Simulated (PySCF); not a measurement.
**Shapes and spin states of P₄⁺**

All numbers come from PBE0/[P def2-TZVP], no relativity, density fitting, PySCF.

Relaxations began from a few typed shapes and spin states; open shells are unrestricted. The search is not exhaustive: other isomers or separated fragments can lie lower, and high-lying points may rest on an excited occupation.

(1) Order these stationary points by electronic energy, lowest first, in kJ/mol from the lowest minimum.
A. doublet D2d: P–P 2.151 Å (×4), P–P 2.374 Å (×2); P–P–P 56.5° (×8), P–P–P 67.0° (×4)
B. quartet C3v: P–P 2.235 Å (×3), P–P 2.478 Å (×3); P–P–P 56.3° (×6), P–P–P 60.0° (×3), P–P–P 67.3° (×3)
C. doublet D2h: P–P 2.103 Å (×4), P–P 2.258 Å; P–P–P 57.5° (×4), P–P–P 64.9° (×2), P–P–P 115.1° (×2)
D. doublet C2v: P–P 2.116 Å (×4), P–P 2.231 Å; P–P–P 58.2° (×4), P–P–P 63.6° (×2), P–P–P 112.8° (×2)
E. doublet C2v: P–P 2.137 Å (×4), P–P 2.444 Å; P–P–P 55.1° (×4), P–P–P 69.8° (×2), P–P–P 93.9° (×2)
F. quartet D2h: P–P 2.132 Å (×4), P–P 2.602 Å; P–P–P 52.4° (×4), P–P–P 75.2° (×2), P–P–P 104.8° (×2)
G. quartet C2v: P–P 2.140 Å, P–P 2.196 Å (×4); P–P–P 58.3° (×2), P–P–P 60.8° (×4), P–P–P 98.9° (×2)

(2) Which of them are minima?

Answers

(1) A (0.0), E (83.3), D (154.7), G (175.8), C (178.2), F (190.1), B (406.1).

(2) By energy in kJ/mol, 0.0: minimum; 83.3: minimum; 154.7: saddle point, 1 imaginary mode; 175.8: minimum; 178.2: saddle point, 1 imaginary mode; 190.1: minimum; 406.1: saddle point, 2 imaginary modes.
